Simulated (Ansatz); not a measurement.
Rock-salt RbBr was calculated with revPBE (Ansatz, a first-principles code, plane waves, PAW).

Numerical settings: plane-wave cutoff 520 eV, 8×8×8 k mesh, Fermi–Dirac smearing 0.01 eV, scalar-relativistic PAW data made under PBE.

Pressure at four volumes; x = ln(V/46.978 Å³). One pressure is withheld.

| V (Å³/atom) | x | P (GPa) |
|---|---|---|
| 44.159 | -0.0619 | 0.655 |
| 46.978 | 0.0000 | 0.000 |
| 48.857 | 0.0392 | -0.326 |
| 49.797 | 0.0583 | ? |

Question: Pass a parabola P(x) through the three rows shown, estimate the bulk modulus and its pressure derivative near zero pressure, and predict the withheld pressure.

Answer: Slopes between the rows: (0.000 − (0.655))/(0.0000 − (-0.0619)) = -10.58 and (-0.326 − (0.000))/(0.0392 − (0.0000)) = -8.32 GPa. Their difference over the span 0.1011 is c = 2.26/0.1011 = 22.4 GPa, so P(x) = 0.655 + (-10.58)(x − (-0.0619)) + 22.4 (x − (-0.0619))(x − (0.0000)). At the middle row B = −dP/dx = −[-10.58 + 22.4 × 0.0619] = 9.2 GPa, and B′ = dB/dP = 2c/B = 4.9. At x = 0.0583 the parabola gives -0.460 GPa; the run gives -0.463 GPa. The Birch–Murnaghan fit to the energies at all volumes has B0 = 9.12 GPa and B′ = 4.8.

Measured, for comparison: bulk modulus 16 GPa (4 K, zero-point motion not removed; as tabulated in Doll and Stoll (1998), arXiv:cond-mat/9801031). Computed (rounded) less measured: bulk modulus -43 %.

Note: the cell is over a tenth larger than the published one: the level's own overestimate first of all, though another phase or state, or a fault of the published cell, is possible.
